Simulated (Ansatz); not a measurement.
CHF2, SMILES `F[CH]F` radical, charge 0, multiplicity 2.

**Question.** Give a relaxed structure at PBE0-D4/def2-TZVP (the Gaussian-basis code of Ansatz). (Best estimate.)

**Answer.** Ansatz gave: 
Z-matrix (Å, degrees):
```
C
F 1 1.321
F 1 1.321 2 111.3
H 1 1.090 2 114.2 3 131.2
```
Point group Cs.
